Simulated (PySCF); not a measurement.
Numbering as in the mapped SMILES `[NH2:1]/[CH:2]=[CH:3]/[CH:4]=[NH2+:5]`; H(Xn) means a hydrogen on atom n. Ha(N5) is cis to C3; Hb(N5) is trans to C3.

Geometry: PBE0-D3(BJ)/def2-SVP; GIAO absolute shieldings from PySCF, gas phase, non-relativistic, averaged over equivalent atoms.

At PBE0/pcSseg-1 (120 basis functions, 9.1 s wall time on 1 thread of an Arm Neoverse V2, shared host):
```json
{"atoms": "N5", "σ (ppm)": "128.0"}
{"atoms": "N1", "σ (ppm)": "128.0"}
{"atoms": "C4", "σ (ppm)": "14.6"}
{"atoms": "C2", "σ (ppm)": "14.7"}
{"atoms": "C3", "σ (ppm)": "83.9"}
{"atoms": "H(C4)", "σ (ppm)": "23.91"}
{"atoms": "H(C2)", "σ (ppm)": "23.91"}
{"atoms": "Hb(N5)", "σ (ppm)": "25.12"}
{"atoms": "H(N1)", "σ (ppm)": "25.18"}
{"atoms": "Ha(N5)", "σ (ppm)": "25.24"}
{"atoms": "H(C3)", "σ (ppm)": "25.49"}
```

Predict the values at B3LYP/pcSseg-2 on the same geometry.

Answers


```
 atoms  σ at B3LYP/pcSseg-2  change
    N5                123.6    -4.4
    N1                123.6    -4.4
    C4                  4.8    -9.8
    C2                  4.8    -9.9
    C3                 75.2    -8.7
 H(C4)                23.82   -0.09
 H(C2)                23.82   -0.09
Hb(N5)                25.23   +0.11
 H(N1)                25.25   +0.07
Ha(N5)                25.28   +0.04
 H(C3)                25.63   +0.14
```

The largest change is at C4 (C=N carbon). Cost: 278 basis functions, 23 s wall time on 1 thread of an Arm Neoverse V2, shared host. The order of the carbon signals is the same at both levels.
